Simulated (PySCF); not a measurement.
Species: 1,1-dimethylcyclopropane, C5H10.
Bonds: C1–C2, C2–C3, C2–C4, C4–C5, C2–C5. Hydrogens: H6, H7, H8 on C1; H9, H10, H11 on C3; H12, H13 on C4; H14, H15 on C5.

Method: PBE0-D3(BJ)/def2-TZVP geometry optimisation, gas phase (PySCF 2.14.0).

Task: Give the optimised bond lengths and angles.

Result: 
| bond | length (bohr) |
| --- | --- |
| C1–C2, C2–C3 | 2.845 |
| C2–C4, C2–C5 | 2.832 |
| C4–C5 | 2.841 |
| C1–H6 and 5 like bonds | 2.067 |
| C4–H12 and 3 like bonds | 2.048 |

Bonds in one row agree within 0.02 bohr and their mean is given. A selection of angles:
| angle | degrees |
| --- | --- |
| C2–C1–H6 | 111.0 |
| H6–C1–H7 | 107.8 |
| C1–C2–C3 | 114.7 |
| C1–C2–C4 | 117.8 |
| C4–C2–C5 | 60.2 |
| C2–C4–C5 | 59.9 |
| C2–C4–H12 | 118.1 |
| C5–C4–H12 | 117.9 |
| H12–C4–H13 | 114.4 |

Torsions: C1–C2–C4–C5 108° (anticlinal); C1–C2–C5–C4 -108° (anticlinal).

The 3-membered ring C2–C4–C5 has internal angles of 59.9° to 60.2°. Of the pairs four or more bonds apart, H9···H14 is among the closest relative to their van der Waals radii: 2.49 Å, 104 % of the sum of Bondi's values.

Point group: C2v (every atom within 0.08 Å of its image). Not checked by PBE0-D3(BJ)/def2-TZVP frequencies.
